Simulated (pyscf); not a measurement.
•H₂Si–PH–SiH₃ + hydrogen (H₂) → H₃Si–PH–SiH₃ + H atom (H•) (hydrogen abstraction; doublet surface; H–H broken, H–Si formed). Optimised with ωB97X-D3(BJ)/def2-SVP in PySCF. Energies in kJ/mol from the separated reactants.

| level | barrier | reaction energy |
|---|---|---|
| ωB97X-D3(BJ)/def2-TZVP | 78.1 | +60.2 |
| PBE/def2-TZVP | 71.9 | +73.2 |
| r²SCAN/def2-TZVP | 71.9 | +78.0 |
| PBE0-D3(BJ)/def2-TZVP | 70.9 | +65.3 |
| M06-2X/def2-TZVP | 92.1 | +72.1 |
| ωB97M-D3(BJ)/def2-TZVP | 77.2 | +59.3 |

At PBE, r²SCAN this geometry lies under the product side: in single points on another level's saddle the reverse barrier vanishes, and the forward threshold there is about the reaction energy. •H₂Si–PH–SiH₃ lies 34.9 kJ/mol over its isomer H₃Si–P•–SiH₃ (electronic energy, ωB97M-D3(BJ)/def2-TZVP). One saddle was located; it need not be the lowest between these sides. The angle at the transferred H is 180°.
